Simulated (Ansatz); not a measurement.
What does this script print? It uses the Ansatz DFT code, driven from Python.

`c3h5n_scan.py`
```python
"""Potential curve of C3H5N along one bond."""

import ansatz as az
import numpy as np

GEOMETRY = """
N    -0.33520    1.20430   -0.81100
C     0.07540    0.15290   -0.25420
C     0.92540   -0.73600    0.04600
C    -0.29740   -0.87920    0.60240
H     0.33940    1.89410   -1.13510
H    -1.14600    1.71080   -0.32270
H     1.97350   -1.11390    0.00250
H    -0.45830   -0.64100    1.64470
H    -0.98840   -1.63830    0.21040
"""


def main() -> None:
    molecule = az.Crystal.molecule()
    for line in GEOMETRY.strip().splitlines():
        symbol, *xyz = line.split()
        molecule = molecule.atom(symbol, [float(v) for v in xyz])

    symbols = [site.symbol for site in molecule.cartesian_sites]
    start = np.array([site.position_ang for site in molecule.cartesian_sites])
    axis = (start[6] - start[2]) / np.linalg.norm(start[6] - start[2])
    moving = [6]
    lengths, energies = [0.981, 1.026, 1.07, 1.115, 1.16, 1.204, 1.249, 1.316], []
    for length in lengths:
        xyz = start.copy()
        xyz[moving] += (length - np.linalg.norm(start[6] - start[2])) * axis
        point = az.Crystal.molecule()
        for symbol, place in zip(symbols, xyz):
            point = point.atom(symbol, place.tolist())
        job = (
            point.calculation()
            .basis(gaussian="6-31G*")
            .functional("cam_b3lyp")
        )
        summary = job.run(threads=1).report
        energies.append(summary["free_energy_ev"])
        print(f"r = {length:6.3f} A  E = {energies[-1]:.5f} eV  <S^2> = {abs(summary['mean_field']['state']['spin_squared']):.3f}")

    # quartic fit about the minimum
    fit = np.polynomial.Polynomial.fit(lengths, np.array(energies) - min(energies), 4).convert()
    roots = [r.real for r in fit.deriv().roots() if abs(r.imag) < 1e-9 and fit.deriv(2)(r.real) > 0]
    r_e = min(roots, key=lambda r: abs(r - lengths[int(np.argmin(energies))]))
    print(f"minimum of the fit at {r_e:.4f} A, force constant {fit.deriv(2)(r_e):.2f} eV/A^2")


if __name__ == "__main__":
    main()
```

`python c3h5n_scan.py` gives:
```text
r =  0.981 A  E = -4675.83562 eV  <S^2> = 0.000
r =  1.026 A  E = -4675.99091 eV  <S^2> = 0.000
r =  1.070 A  E = -4676.04391 eV  <S^2> = 0.000
r =  1.115 A  E = -4676.01968 eV  <S^2> = 0.000
r =  1.160 A  E = -4675.93431 eV  <S^2> = 0.000
r =  1.204 A  E = -4675.80572 eV  <S^2> = 0.000
r =  1.249 A  E = -4675.63947 eV  <S^2> = 0.000
r =  1.316 A  E = -4675.34614 eV  <S^2> = 0.000
minimum of the fit at 1.0771 A, force constant 37.78 eV/A^2
```

Caveats:
- The settings weren't tested for convergence.
- The rest of the molecule is held rigid at a force-field or estimated start geometry, and the basis set is modest; single-reference methods fail as a bond breaks.
- The orbitals are restricted, so S² is zero by construction.
- Timing: 14 s on 1 thread of Arm Neoverse V1 (shared host), peak memory 0.21 GiB.
